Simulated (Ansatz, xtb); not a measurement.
# Relative energy of two isomers of C4H5NS

Structure a is `Cc1nccs1`, a singlet and structure b is `Cc1cscn1`, a singlet. Both are isolated molecules in the gas phase, relaxed with PBE-D3(BJ)/def2-SVP.

a (Å):

```xyz
11

C     1.5390   -3.0674   -0.8758
C     0.7823   -1.8217   -1.2127
C    -0.9286   -0.4602   -1.6003
C     0.0798    0.4562   -1.8161
N    -0.5247   -1.7286   -1.2640
S     1.6178   -0.3066   -1.5868
H     2.1779   -2.9317    0.0209
H     2.1976   -3.3875   -1.7091
H     0.8075   -3.8711   -0.6728
H    -2.0017   -0.2331   -1.6808
H     0.0019    1.5149   -2.0910
```

b (Å):

```xyz
11

C     1.0088   -3.0598   -1.2543
C     0.5769   -1.6252   -1.3081
C    -0.7302   -1.1736   -1.3986
C     0.9737    0.5582   -1.3243
N     1.5272   -0.6244   -1.2673
S    -0.7741    0.5560   -1.4340
H     1.5805   -3.2594   -0.3249
H     0.1429   -3.7468   -1.2906
H     1.6832   -3.2954   -2.1030
H    -1.6523   -1.7649   -1.4454
H     1.5279    1.5087   -1.3073
```

Estimate E(b) − E(a) at the level CCSD(T)/def2-SVP + ΔMP2/def2-TZVPP.

CCSD(T)/def2-SVP + ΔMP2/def2-TZVPP gives E(b) − E(a) = +0.22 kcal/mol, slightly favouring structure a, which is too small a margin to settle the true order.

How the difference moves with the method:

```csv
level,geometry,E(b) − E(a) (kcal/mol),departure from the last row (kcal/mol),"job, with rough time for the two"
GFN2-xTB,GFN2-xTB,+0.69,+0.47,"optimisation, 0.23 s"
HF/STO-3G,GFN2-xTB,+0.17,−0.04,"single point, 0.7 s"
r2SCAN-D4/def2-SVP,GFN2-xTB,+0.86,+0.64,"single point, 4.4 s"
PBE-D3(BJ)/def2-SVP,PBE-D3(BJ)/def2-SVP,+0.85,+0.63,"optimisation, 23 s"
HF/def2-SVP,PBE-D3(BJ)/def2-SVP,+0.83,+0.61,part of the CCSD(T) run
MP2/def2-SVP,PBE-D3(BJ)/def2-SVP,+0.54,+0.32,part of the CCSD(T) run
CCSD(T)/def2-SVP,PBE-D3(BJ)/def2-SVP,+0.56,+0.34,single point
CCSD(T)/def2-SVP + ΔMP2/def2-TZVPP,PBE-D3(BJ)/def2-SVP,+0.22,,"single point, 38 s"
```

As drawn, both hold the same kinds of bond in the same numbers.

The largest departure from CCSD(T)/def2-SVP + ΔMP2/def2-TZVPP is that of r2SCAN-D4/def2-SVP, 0.64 kcal/mol. The last row adds to CCSD(T) the change of the MP2 difference between the two basis sets, here −0.34 kcal/mol.

With thermal terms from frequencies at re-optimised GFN2-xTB minima (ideal gas, soft modes damped towards free rotors, one conformer each, 298.15 K, 1 atm): the zero-point term adds +0.06 kcal/mol; ΔH is +0.26 and ΔG +0.29 kcal/mol.

The correlated steps freeze 10 core orbitals. Codes used: Ansatz 0.2.0, xtb 6.7.1; the last row on 2 threads of Intel(R) Xeon(R) Platinum 8375C CPU @ 2.90GHz (Ice Lake) on a shared host.
